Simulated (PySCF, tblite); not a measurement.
Compound: C4H11PS.
Numbering: `[CH3:1][CH2:2][P:3]([CH3:4])([CH3:5])=[S:6]` (hydrogens: H7, H8, H9 on C1; H10, H11 on C2; H12, H13, H14 on C4; H15, H16, H17 on C5)

Cartesian coordinates in Å at the GFN2-xTB level; atoms count from 1:
```
atom  x, y, z in Å
C1     2.0821   -0.8049    0.0088
C2     1.0475    0.0864    0.6777
P3    -0.3433    0.4600   -0.4865
C4    -1.2830   -1.1141   -0.6259
C5    -1.4519    1.5343    0.5121
S6     0.1959    1.2206   -2.1870
H7     1.6806   -1.8005   -0.1718
H8     2.9700   -0.8998    0.6306
H9     2.3714   -0.3731   -0.9489
H10    1.4928    1.0516    0.9379
H11    0.6505   -0.3695    1.5872
H12   -0.7094   -1.8076   -1.2381
H13   -2.2215   -0.8990   -1.1354
H14   -1.4805   -1.5497    0.3507
H15   -1.7396    1.0560    1.4454
H16   -0.9313    2.4688    0.7169
H17   -2.3374    1.7525   -0.0838
```

Computed, not measured: CAM-B3LYP/def2-SVPD in PySCF (dipole) on a GFN2-xTB geometry, gas phase.

Masses are those of the commonest isotopes; rigid-rotor values at the optimised geometry. The values belong to one conformer with, in the numbering `[CH3:1][CH2:2][P:3]([CH3:4])([CH3:5])=[S:6]`, C1–C2–P3–C4 72°.

**Question.** Give the principal moments of inertia and the rotational constants in MHz.

**Answer.** Ia = 214.99, Ib = 255.59, Ic = 324.16 u·Å²; 505379 MHz·u·Å²/I gives A = 2351, B = 1977, C = 1559 MHz.

**Question.** What kind of rotor is it?

**Answer.** An asymmetric top: κ = (2 × 1977 − 2351 − 1559)/(2351 − 1559) = 0.06.

**Question.** Is it planar, by Δ = Ic − Ia − Ib?

**Answer.** Not planar: Δ = Ic − Ia − Ib = -146.43 u·Å². For a rigid frame Δ = −2 Σ m c², so Σ m c² = 73.21 u·Å² lies off the ab plane: 22.49 from hydrogen and 50.72 from heavier atoms. The atom farthest from that plane is 2.33 Å away.

**Question.** Give the other two planar moments, Paa and Pbb, and the rms extents of the mass along the axes.

**Answer.** Paa = Σ m a² = (Ib + Ic − Ia)/2 = 182.38 and Pbb = Σ m b² = (Ia + Ic − Ib)/2 = 141.78 u·Å². With the mass M = 122.03 u, the rms extents √(P/M) along a, b and c are 1.22, 1.08, 0.77 Å.

**Question.** Which types of transition are allowed, and where do some lines up to J = 2 fall?

**Answer.** The dipole components are |μa| = 2.44 D, |μb| = 4.29 D, |μc| = 0.02 D. Intensities carry the squares of the components, which stand as 0.32 : 1.00 : 0.00 (a : b : c). Some lines, for components of 0.1 D or more:

```tsv
type	branch	J(Ka,Kc)	MHz	lower level (cm⁻¹)
a	Q	1(1,0) ← 1(1,1)	418	0.130
b	Q	1(1,0) ← 1(0,1)	792	0.118
a	Q	2(1,1) ← 2(1,2)	1255	0.352
b	Q	2(2,0) ← 2(1,1)	1327	0.394
b	Q	2(1,1) ← 2(0,2)	1417	0.347
b	Q	2(2,1) ← 2(1,2)	2375	0.352
a	R	1(0,1) ← 0(0,0)	3536	0.000
b	R	1(1,1) ← 0(0,0)	3910	0.000
b	R	2(0,2) ← 1(1,1)	6492	0.130
a	R	2(1,2) ← 1(1,1)	6654	0.130
a	R	2(0,2) ← 1(0,1)	6866	0.118
b	R	2(1,2) ← 1(0,1)	7028	0.118
a	R	2(1,1) ← 1(1,0)	7491	0.144
b	R	2(2,1) ← 1(1,0)	8611	0.144
b	R	2(2,0) ← 1(1,1)	9236	0.130
```

**Question.** Estimate the classical rotational partition function at 10 K, 25 K and 50 K.

**Answer.** Point group C1, symmetry number σ = 1; q = (√π/σ)·√((kT/h)³/(ABC)), k/h = 20836.6 MHz/K: 1980 at 10 K, 7830 at 25 K, 22100 at 50 K.

Its GFN2-xTB frequencies are all real (lowest 63 cm⁻¹). Zero-point vibration and centrifugal distortion are left out. A rigid rotor knows nothing of internal rotation, which can split or shift real lines.
